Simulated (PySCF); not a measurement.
# From computed data to an observable: entropy of an ideal gas

hydrogen chloride (ClH), SMILES Cl.

Geometry optimised at PBE0-D3(BJ)/def2-TZVPD.

PySCF with PBE0-D3(BJ)/def2-TZVPD gives the harmonic wavenumbers 2996 cm⁻¹ and the rotational temperature 15.1187 K. The molar mass is 36.46 g/mol, the symmetry number 1, the spin multiplicity 1.

Problem. Work out the entropy at 298.15 K and 1 atm in the rigid-rotor, harmonic-oscillator model.

Solution. 
Translation (Sackur–Tetrode at 1 atm): S = R[1.5 ln M + 2.5 ln T − 1.16487] = 153.6 J/(mol K).
Rotation: q = T/(σ θ) = 19.7, S = R[ln q + 1] = 33.1 J/(mol K).
Vibration: with u = 1.4388 ν/T, each mode gives R[u/(e^u − 1) − ln(1 − e^−u)]; all modes are too stiff to count. Sum 0.0 J/(mol K).
Spin: R ln 1 = 0.0 J/(mol K).
Total 186.7 J/(mol K); the program's own thermochemistry gives 186.7. Translation makes up 82 % and vibration 0 %. Anharmonicity, hindered rotation and orbital degeneracy are left out.
